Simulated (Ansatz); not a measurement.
Process, species as SMILES: N#N → N#N as triplet, charge 0 (to the triplet)

Wanted: adiabatic triplet-singlet gap, E(triplet) - E(singlet) (0 K, with zero-point energies), in eV. Terms: no spin-orbit coupling; open shells spin-unrestricted; non-relativistic; 6-311+G** with 5d. Ab initio and DFT rows: single points at B3LYP-D3(BJ) geometries (Ansatz, a quantum-chemistry and plane-wave program), with unscaled harmonic terms from B3LYP/6-31G* at its own minima. Levels can end on unlike triplets.

```tsv
species	coefficient	E at B3LYP/6-311+G** (Ansatz), Eh	E at wB97X-V/def2-TZVPD (Ansatz), Eh	zero-point energy, kcal/mol
N#N	-1	-109.55963	-109.54049	3.51
N#N as triplet, charge 0	+1	-109.32406	-109.29706	2.26
```

 1 Eh = 27.2114 eV and 1 eV = 23.0605 kcal/mol.

### Question
Work the quantity out at each level.

### Answer

- B3LYP/6-311+G**: the sum of coefficient times E is 0.23557 Eh, or 6.410 eV; the thermal terms add -0.054. Result: 6.36 eV.
- wB97X-V/def2-TZVPD: the sum of coefficient times E is 0.24343 Eh, or 6.624 eV; the thermal terms add -0.054. Result: 6.57 eV.
